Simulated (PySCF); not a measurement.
# CH₇Si₂−: electronic excitations and core binding energies

Wanted: the electronic excitations and core binding energies of CH₇Si₂− (`C[SiH2][SiH2-]`), by calculation.

Computed with PySCF 2.14.0, with density-fitted response routines of our own, on a single molecule in the gas phase. Atoms count from 0, in the outputs and in this text.

## (1) Starting geometry

10 atoms, charge -1, multiplicity 1; geometry from: GFN2-xTB.

Bonds of the start (Å): C0–Si1 1.90, Si1–Si2 2.23, C0–H3 1.09, C0–H4 1.09, C0–H5 1.09, Si1–H6 1.51, Si1–H7 1.50, Si2–H8 1.50, Si2–H9 1.50.

## (2) TDDFT and polarisability: CAM-B3LYP/def2-SVPD

Job settings and geometry (Å):

```
{"job": {"kind": "uv", "xc": "CAM-B3LYP", "basis": "def2-SVPD", "nstates": 8, "ntriplets": 3}, "charge": -1, "multiplicity": 1}
C     -1.424709    -0.448839    -0.152396
Si     0.121719     0.661236    -0.210601
Si     1.754268    -0.338013     0.929317
H     -2.329025     0.092091    -0.426183
H     -1.574969    -0.855882     0.844702
H     -1.326390    -1.290905    -0.836167
H     -0.084074     1.265873    -1.580772
H     -0.302257     1.853950     0.590654
H      2.225801    -1.487742     0.085273
H      2.948519     0.552885     0.733645
```

Level: TDDFT CAM-B3LYP/def2-SVPD, vertical, gas phase, core orbitals frozen in the response.

Run with:

```sh
$ OMP_NUM_THREADS=1 python probes_run.py task.json out
```

The driver reads the jobs from task.json and runs them one after another.

**Question.** After this job, these run on its result: delta-SCF UKS SCAN, pcX-2 on the ionised atom, pcseg-1 elsewhere, spin-free X2C. What will the session give for the following? lowest singlet (CAM-B3LYP/def2-SVPD); brightest single state of those computed; lowest triplet; Si1s binding energies, SCAN/pcX-2; Si2p binding energies, SCAN/pcX-2; C1s binding energies, SCAN/pcX-2.

As calculated:

| quantity | value |
| --- | --- |
| lowest singlet (CAM-B3LYP/def2-SVPD) | 3.79 eV (327 nm), f = 0.033 |
| brightest single state of those computed | state 2, 3.99 eV, f = 0.230 |
| lowest triplet | 3.30 eV |
| Si1s binding energies, SCAN/pcX-2 | Si1 1840.52, Si2 1839.22 eV |
| Si2p binding energies, SCAN/pcX-2 | Si1 100.96, Si2 99.76 eV |
| C1s binding energies, SCAN/pcX-2 | C0 285.53 eV |

The lowest singlet, at 3.79 eV, is HOMO→LUMO 0.84 and is weak; of the 8 states computed, the strongest absorption comes from state 2 at 3.99 eV. The lowest triplet lies 0.48 eV below the lowest singlet (triplets in Tamm-Dancoff, singlets in full TDDFT). The lowest singlet lies above −ε(HOMO); no detachment energy was computed, so the anion's states may not be bound. Si1 (silicon bonded to C, Si, 2 H) binds its Si1s electron 1.30 eV more tightly than Si2 (silicon bonded to Si, 2 H). The Si2p levels kept as sound span 1.20 eV, from Si2 (silicon bonded to Si, 2 H) up to Si1 (silicon bonded to C, Si, 2 H).
